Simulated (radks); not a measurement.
# Nuclear size and the levels of Mg³⁺

Aim: how the total energy, the levels and the density at the nucleus of Mg³⁺ respond when the nuclear radius is scaled.

Method: Dirac Kohn-Sham, relativistic LDA (MacDonald-Vosko exchange, VWN5 correlation), spin-unpolarised, spherical densities, finite nucleus; open shells fill j = l - 1/2 first. Code: radks (a radial shooting solver on a logarithmic mesh, Libxc functionals) version 1.

## Step 1: What is computed

- element: magnesium (Z = 12)
- charge: +3
- electrons: 9
- configuration: [He] 2s2 2p5
- nuclear rms radius: 3.057 fm

## Step 2: rms radius 3.057 fm

Input:

```text
Z 12
configuration [He] 2s2 2p5 3s0 3p0
relativity Dirac
functional lda_x_rel,vwn5
spin unpolarised
j_filling energy
nucleus finite rms 3.057 fm
c 137.035999084
```

## Step 3: rms radius 2.574 fm

Changes since step 2:

```diff
@@ -6,3 +6,3 @@
 j_filling energy
-nucleus finite rms 3.057 fm
+nucleus finite rms 2.574 fm
 c 137.035999084
```

## Step 4: rms radius 2.8186 fm

Changes since step 3:

```diff
@@ -6,3 +6,3 @@
 j_filling energy
-nucleus finite rms 2.574 fm
+nucleus finite rms 2.8186 fm
 c 137.035999084
```

## Step 5: rms radius 3.2465 fm

Changes since step 4:

```diff
@@ -6,3 +6,3 @@
 j_filling energy
-nucleus finite rms 2.8186 fm
+nucleus finite rms 3.2465 fm
 c 137.035999084
```

## Step 6: rms radius 3.3841 fm

Changes since step 5:

```diff
@@ -6,3 +6,3 @@
 j_filling energy
-nucleus finite rms 3.2465 fm
+nucleus finite rms 3.3841 fm
 c 137.035999084
```

What does the calculation give? Wanted: for each run, rms radius; total energy shift; density at nucleus; 1s1/2 shift.

**Answer**, as computed:

```tsv
rms radius (fm)	total energy shift (eV)	density at nucleus (e/bohr³)	1s1/2 shift (meV)
2.574	-0.000763	1151	-0.316
2.8186	-0.000392	1150	-0.162
3.057	0	1149	0
3.2465	0.000334	1148	0.138
3.3841	0.000590	1148	0.244
```

**Reading.** Shifts are against the first run. Over the range the 1s1/2 level moves by 0.000560 eV and the 1s1/2 level by 0.560 meV. A larger nucleus binds the 1s electrons less and lowers the density at its centre. These are shifts of eigenvalues, not the field shifts of spectral lines.
